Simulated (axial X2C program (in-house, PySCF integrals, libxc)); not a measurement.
## SiS⁺: from Re and ωe to a spectrum

A bond curve at the CCSD(T) level, with spin–orbit coupling, was computed with an in-house relativistic program for diatomic molecules (basis S dyall-av3z [9s8p3d2f], Si dyall-v3z [8s7p2d1f] (cores contracted in-house)) for the state Ω = 3/2 (⟨Sz⟩ = 0.50, ⟨Lz⟩ = 1.00 at HF). Its fit gives Re = 2.0880 Å, ωe = 586.9 cm⁻¹, ωexe = 2.19 cm⁻¹ and αe = 1.404e-03 cm⁻¹; the masses are 31.9721 and 27.9769 u. Two-component means X2C with spin–orbit coupling and atomic mean-field Coulomb and Gaunt terms.

Correlated methods: 9 electrons correlated (number of frozen shells: S 2 s, 1 p; Si 2 s, 1 p), 169 virtual spin orbitals or spinors in MP2, 90 natural virtuals in coupled cluster.

(1) Find the reduced mass, Be and the force constant.

(2) Where do the fundamental and the first overtone lie?

(3) A Morse curve ties αe to the other constants (Pekeris). How well does that hold?

(4) Estimate De from a Morse curve and compare with the computed well depth of 3.765 eV to S + Si+.

(5) Estimate the centrifugal constant by the Kratzer relation.

One determinant describes the state; a PBE0 search over occupations chose it and may have missed a lower one. De is counted from the lowest determinant-based energies of the atoms at the same level, without counterpoise correction. Coupled cluster ran in a truncated set of natural virtual spinors; the MP2 energy of the rest was added. (T) has no such correction and the atoms are truncated less, which lowers De at CCSD(T) by a hundredth of an eV or more. Other states lie close and PBE0, whose exact exchange favours high spin, may order them wrongly; the determinant shown need not be the ground state. The nearest other 2c determinant of the search, Ω = 1/2, lies 0.04 eV up at the distance of the search.

Results:

(1) From the CCSD(T) values: μ = 14.9207 u. Be = 16.8576/(μ Re²) = 0.2591 cm⁻¹. k = 5.8918×10⁻⁷ μ ωe² = 3.03 mdyn/Å.

(2) ν(1←0) = ωe − 2ωexe = 582.5 cm⁻¹; ν(2←0) = 2ωe − 6ωexe = 1160.7 cm⁻¹.

(3) αe(Morse) = 6Be²/ωe × (√(ωexe/Be) − 1) = 1.309e-03 cm⁻¹; the CCSD(T) curve gives 1.404e-03 cm⁻¹, a ratio of 0.93.

(4) De(Morse) = ωe²/(4ωexe) = 4.875 eV against 3.765 eV computed, a ratio of 1.29. The extrapolation overshoots: the well softens faster than a Morse curve, or the lowest atomic limit lies below the one to which the curve heads.

(5) D = 4Be³/ωe² = 2.02e-07 cm⁻¹.
